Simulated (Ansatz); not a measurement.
Grey tin (α-Sn), treated with PBEsol+SOC in Ansatz (PAW).

Settings: plane-wave cutoff 520 eV, 20×20×20 k mesh, Fermi–Dirac smearing 0.05 eV, perturbation theory, PAW data made under PBE.

Cell (relaxed at this level):

```
Sn
1.0
    0.00000     3.26975     3.26975
    3.26975     0.00000     3.26975
    3.26975     3.26975     0.00000
Sn
2
Cartesian
  3.26975   3.26975   3.26975
  4.90462   4.90462   4.90462
```

Q: What does this level give for the zone-centre TO phonon frequency?

A: 
zone-centre TO phonon frequency: 185 cm⁻¹

Measured, for comparison: zone-centre TO phonon frequency 200 cm⁻¹ (low temperature, zero-point motion not removed; as tabulated in Tanner et al. (2021), arXiv:2110.11888). Computed (rounded) less measured: zone-centre TO phonon frequency -8 %.

Note: the solid has no gap at this level, which affects its response.

Ansatz is a quantum-chemistry and plane-wave program.
